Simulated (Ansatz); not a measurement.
System: rock-salt MgS. Method: HSE06 (PAW; Ansatz, a quantum-chemistry and plane-wave program).

The same calculation (at the measured cell, 17.609 Å³/atom) with different numerical settings:

```csv
run,k mesh,gap on the mesh (eV),total energy (eV/atom)
1,4×4×4,3.800,-1414.8646
2,6×6×6,3.803,-1414.8844
3,8×8×8,3.804,-1414.8854
4,10×10×10,3.804,-1414.8855
5,12×12×12,3.804,-1414.8855
```

In the column total energy (eV/atom) the first row differs from the last by +0.0209 and the next to last by 0.0000.

The last row is no converged limit: other settings stay fixed.
